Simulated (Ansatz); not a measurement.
The first iterations of a band of BH3O + FH (7 atoms, charge 0, multiplicity 1).

These are results of RKS BHLYP-D4/cc-pVDZ (Ansatz), not measurements.

```yaml
movable_images: 8
climbing_image: no
spring: 5.0 eV/Å²
optimiser: quadratic models (default)
start_path: through a guess of the saddle point
force_threshold: 0.03 eV/Å
iteration_limit: 60
end_points: relaxed
```

Initial state:

```xyz
7
Properties=species:S:1:pos:R:3
B -0.161 -0.442 -0.032
O -0.464 0.181 1.131
H -1.103 -0.273 1.677
H 0.633 0.102 -0.737
H -0.686 -1.485 -0.304
F 0.723 2.523 1.467
H 0.270 1.717 1.446
```

Final state:

```xyz
7
Properties=species:S:1:pos:R:3
B -0.027 0.295 -0.088
O -0.101 -0.006 1.632
H -0.997 0.177 1.927
H 1.139 0.067 -0.291
H -0.869 -0.480 -0.469
F -0.386 1.625 -0.133
H 0.456 0.645 2.069
```

| iteration | highest image above the first end (eV) | largest band force component (eV/Å) |
| --- | --- | --- |
| 1 | 2.686 | 11.175 |
| 2 | 1.139 | 3.188 |
| 3 | 1.032 | 1.970 |
| 4 | 1.385 | 2.045 |
| 5 | 1.138 | 2.087 |

Question: Does the band converge within its limit, and where does its top end?

Answer: The forces met the threshold. It ended after 15 iterations with the highest image 0.615 eV above the first end. No image climbed, so the highest image needn't sit at the top of the path. The orbitals stay closed-shell, which can raise the energy where a bond breaks towards radicals; this wasn't checked here.

Time of the run: 2.4 min on 1 thread of Intel(R) Xeon(R) Platinum 8488C (Sapphire Rapids) (shared host), peak memory 0.13 GiB.
